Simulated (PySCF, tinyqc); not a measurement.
A ladder of methods, and size consistency: correlation methods against full CI in the sto-3g basis, for BH, spin multiplicity 1. Computed by the program tinyqc with PySCF. All electrons correlated; +Q is the Davidson correction (1 - c0^2) E_corr. The last columns treat two copies 100 angstrom apart as one system. FCI is the lowest singlet.

Geometry (angstrom):
```
atom       x       y       z
B     0.0000  0.0000  0.0000
H     0.0000  0.0000  1.3870
```

RHF energy of one = -24.739852 hartree

Correlation energies (hartree):
```
method   E_corr of one  share of FCI (%)  E_corr of two at 100 angstrom  two minus twice one (mhartree)
MP2          -0.033091           52.3233                      -0.066182                          0.0000
CISD         -0.060897           96.2896                      -0.113322                          8.4719
CISD+Q       -0.065834          104.0959                      -0.127945                          3.7227
CCSD         -0.063088           99.7536                      -0.126175                          0.0000
CCSD(T)      -0.063140           99.8359                      -0.126279                          0.0000
FCI          -0.063243          100.0000                              -                               -
```

What does the comparison show, and why?

MP2 recovers 52 %, CISD 96.3 % and CCSD 99.8 % of the FCI value (c0^2 = 0.919 in CISD). MP2 and coupled cluster are size consistent, so their last column vanishes; CISD loses 8.47 mhartree, since a double excitation on each copy is a quadruple of the pair, and the Davidson correction leaves +3.72. The restricted reference is unstable here: a spin-polarised solution lies 0.0083 hartree lower (PySCF), so results built on it describe a poor reference.
